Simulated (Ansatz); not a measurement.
# C2H2O2S: the cost of one run

Program: Ansatz 0.2.0. Level of theory: RKS PBE0-D4/cc-pVDZ. These are calculated values, not measurements.

### Step 1. The structure to begin with

Bond lengths: S1–C2 1.629 Å, C2–O3 1.357 Å, O3–C4 1.536 Å, C2–O5 1.337 Å, C4–O5 1.435 Å, C4–H6 1.047 Å, C4–H7 1.099 Å. Angles: S1–C2–O3 133.3°, S1–C2–O5 130.1°, O3–C2–O5 96.6°, C2–O3–C4 86.6°, O3–C4–O5 85.1°, O3–C4–H6 111.7°, O3–C4–H7 109.3°, O5–C4–H6 117.3°, O5–C4–H7 113.7°, H6–C4–H7 115.5°, C2–O5–C4 91.6°.

As a file:

```xyz
7

S    -1.1339   -2.4195    0.0007
C    -0.4691   -0.9320   -0.0073
O    -0.8652    0.2618   -0.5156
C     0.4714    0.8209   -0.0044
O     0.7043   -0.5114    0.4764
H     1.0751    1.1612   -0.7898
H     0.2786    1.5509    0.7943
```

### Step 2. Relaxing the start

input.yaml reads:

```yaml
crystal:
  periodic: [false, false, false]
  atoms:
    - { symbol: S, position_ang: [-1.1339, -2.4195, 0.0007] }
    - { symbol: C, position_ang: [-0.4691, -0.932, -0.0073] }
    - { symbol: O, position_ang: [-0.8652, 0.2618, -0.5156] }
    - { symbol: C, position_ang: [0.4714, 0.8209, -0.0044] }
    - { symbol: O, position_ang: [0.7043, -0.5114, 0.4764] }
    - { symbol: H, position_ang: [1.0751, 1.1612, -0.7898] }
    - { symbol: H, position_ang: [0.2786, 1.5509, 0.7943] }
basis:
  gaussian: { orbitals: cc-pVDZ }
hamiltonian:
  xc: pbe0
  dispersion: d4
relax:
  f_tol: 0.02
  max_steps: 40
scf:
  lower_state_search: "off"
```

The run is started by

```
$ ansatz run input.yaml --threads 1 --pin off --max-ram 2048MiB --backend cpu --events-out ev --progress --plain --runs-dir out
```

Q: Estimate wall time and peak memory on 1 thread of Intel Xeon at 2.50GHz (Skylake/Cascade Lake), shared host.

About 42 s, with a peak of 0.16 GiB.
